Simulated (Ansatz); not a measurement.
Property card for Cr$_{2}$O$_{3}$

These are results of Ansatz, DFT PBEsol, scalar-relativistic, plane waves, PAW, not measurements.

Settings: cutoff 420 eV, Γ-centred mesh 12×12×12 on the computed 10-atom cell, Gaussian smearing of 0.02 eV; collinear spin from starting moments 2.64 2.64 2.64 2.64 0 0 0 0 0 0 μB.

The structure is relaxed at this level of theory with its symmetry kept.

It takes space group R-3c (No. 167, trigonal). The conventional cell has a = 4.972 Å, b = 4.972 Å, c = 13.417 Å, α = 90.00°, β = 90.00°, γ = 120.00°. Cr (site symmetry 3) is surrounded by 6 O at 1.96 to 2.01 Å. Around O (site symmetry 2) lie 4 Cr at 1.96 to 2.01 Å.

| Quantity | Value |
| --- | --- |
| Volume per atom | 9.58 Å³ |
| Formation energy from the elements' standard states (uncorrected) | -1.949 eV/atom |
| Kohn–Sham band gap | 0.57 eV, indirect from Γ to (0.000, 0.297, -0.297) |
| Löwdin character of the top 1 eV of the valence band | Cr 3d 81 %, O 2p 16 % |
| Löwdin character of the lowest 1 eV of the conduction band | Cr 3d 83 %, O 2p 11 % (semilocal functionals without a Hubbard U place empty 3d levels too low) |
| Electron masses at the edge by Cartesian direction of the standard setting (m_e; degenerate bands sorted by energy; no spin-orbit coupling) | x: 1.6; y: 1.4; z: 2.1 |
| Hole masses at the edge by Cartesian direction of the standard setting (m_e; degenerate bands sorted by energy; no spin-orbit coupling) | x: 28; y: 28; z: 2.1 |
| Bader charges (e) | Cr (4 in the cell) 1.73, O (6 in the cell) -1.15 |
| Total moment | 12.00 μB per cell |
| Site moments (μB; atoms counted from 1 over the whole cell) | Cr (atom 1) 2.40, Cr (atom 2) 2.40, Cr (atom 3) 2.40, Cr (atom 4) 2.40 |

The run saw a state lower than the one given here.

Only this magnetic start was tried.

Cost: 3 runs of about 17 core-minutes in all, on AMD EPYC 7R43 (Zen 3) (shared hosts).